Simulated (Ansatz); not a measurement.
# B₂H₂O, SMILES B1BO1: a single point in a Gaussian basis

Computed with Ansatz's Python interface.

Run as a notebook:

In [1]:
```python
from pathlib import Path

import ansatz as az
from ase import Atoms
```

In [2]:
```python
BASIS = "def2-TZVP"
XC = "pbe0"

atoms = Atoms(["B", "B", "O", "H", "H"], positions=[
    (-0.7571, -0.3932, -0.0959),
    (0.6456, 0.3301, 0.4626),
    (0.2373, -1.0569, 0.5304),
    (-1.4482, -0.145, -1.0301),
    (1.3724, 1.1915, 0.0915),
])
geometry = az.Crystal.molecule_from_ase(atoms)
```

In [3]:
```python
job = (
    geometry.calculation()
    .basis(gaussian=BASIS)
    .functional(XC)
    .orbitals()
)
print(job.to_yaml())
res = job.run(threads=1, pin="off", runs_dir="out")
summary = res.report
```
```text
crystal:
  periodic: [false, false, false]
  atoms:
    - { symbol: B, position_ang: [-0.7571, -0.3932, -0.0959] }
    - { symbol: B, position_ang: [0.6456, 0.3301, 0.4626] }
    - { symbol: O, position_ang: [0.2373, -1.0569, 0.5304] }
    - { symbol: H, position_ang: [-1.4482, -0.145, -1.0301] }
    - { symbol: H, position_ang: [1.3724, 1.1915, 0.0915] }
basis:
  gaussian:
    orbitals: def2-TZVP
hamiltonian:
  xc: pbe0
output:
  orbitals: {}
```

In [4]:
```python
summary["n_occupied"], summary["n_virtual"]
```
Out [4]:
```text
([10, 10], [95, 95])
```

In [5]:
```python
summary["reference_energy_ev"]
```
Out [5]:
```text
-3427.190007487478
```

In [6]:
```python
for key in ("converged", "free_energy_ev", "reference_energy_ev", "n_frozen", "n_occupied", "n_virtual"):
    print(f"{key:22s} {summary[key]}")
```
```text
converged              True
free_energy_ev         -3427.190007487478
reference_energy_ev    -3427.190007487478
n_frozen               0
n_occupied             [10, 10]
n_virtual              [95, 95]
```

In [7]:
```python
lines = Path(summary["orbitals_path"]).read_text().splitlines()
field_of = lambda key: [line.split("=")[1].strip() for line in lines if line.startswith(key)]
orbitals = [(27.211386 * float(e), s, float(n)) for e, s, n in zip(field_of("Ene="), field_of("Spin="), field_of("Occup="))]
homo = max(e for e, _, n in orbitals if n > 0.5)
lumo = min(e for e, _, n in orbitals if n < 0.5)
for e, spin, n in sorted(orbitals):
    if homo - 10 < e < lumo + 5:
        print(f"{spin:6s} {e:10.3f} eV  occupation {n:.0f}")
```
```text
Alpha     -14.634 eV  occupation 2
Alpha     -14.306 eV  occupation 2
Alpha     -12.541 eV  occupation 2
Alpha     -11.660 eV  occupation 2
Alpha     -11.540 eV  occupation 2
Alpha      -5.720 eV  occupation 2
Alpha      -1.906 eV  occupation 0
Alpha      -0.611 eV  occupation 0
Alpha       0.951 eV  occupation 0
Alpha       1.734 eV  occupation 0
Alpha       2.212 eV  occupation 0
Alpha       2.690 eV  occupation 0
```

Caveats:
- These settings explore the input space; basis and method may be short of convergence.
- The geometry is a force-field or estimated start, not a minimum of this method, and the basis set is short of its limit.
- Alpha marks a spatial orbital of a restricted run, filled by both spins.
- Levels such as HOMO and LUMO are orbital energies: with these approximate functionals they aren't the ionisation energy and electron affinity, and their gap isn't the fundamental gap.
- Run time: 1.8 s on 1 thread of Arm Neoverse V1, on a shared host, peak memory 0.2 GiB.
